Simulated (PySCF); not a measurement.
C₃H₄NP.
Bonds: C1–P2 (double), P2–C3, C3–C4, C4–N5 (triple). Hydrogens: H6, H7 on C1; H8, H9 on C3.

Method used: MP2 and CCSD/aug-cc-pVDZ in PySCF, restricted Hartree–Fock reference, frozen core, non-relativistic, gas phase, PBE0-D3(BJ)/def2-SVP geometry.

E(HF) = -511.09744 Eh.

How large is the problem?

155 basis functions and 44 electrons; 9 orbitals frozen, which leaves o = 13 correlated occupied and v = 133 virtual orbitals. That is o·v = 1729 singles and o·v(o·v + 1)/2 = 1495585 distinct closed-shell doubles amplitudes before symmetry; the costliest CCSD step grows as o²v⁴ = 5.3 × 10^10.

What are the MP2 and CCSD correlation energies?

MP2 -0.6979 Eh and CCSD -0.7353 Eh, which gives totals of -511.79538 and -511.83275 Eh. That is 0.770 eV for each correlated electron at CCSD (1931 kJ/mol in all, 0.144 % of the total energy); MP2 gives 94.9 % of the CCSD value.

What is the T1 diagnostic?

0.0142, below the customary warning level of 0.02. It is the norm of the spatial-orbital singles amplitudes over the root of the number of correlated electrons, so the norm is 0.072.

How does correlation change the dipole moment?

HF gives 2.94 D and CCSD (unrelaxed density) 2.77 D, a change of -0.17 D.

Connected triples and the basis-set limit are missing.

The job also held the EOM ionisation roots. Time: 3.3 min of wall time; peak memory 2.7 GiB. Hardware: an AMD EPYC 7R43 with one thread, shared host with 256 logical CPUs at a one-minute load of 221.

Conformer computed: `[CH2:1]=[P:2][CH2:3][C:4]#[N:5]`: C1–P2–C3–C4 0°.

One conformer stands for the species.
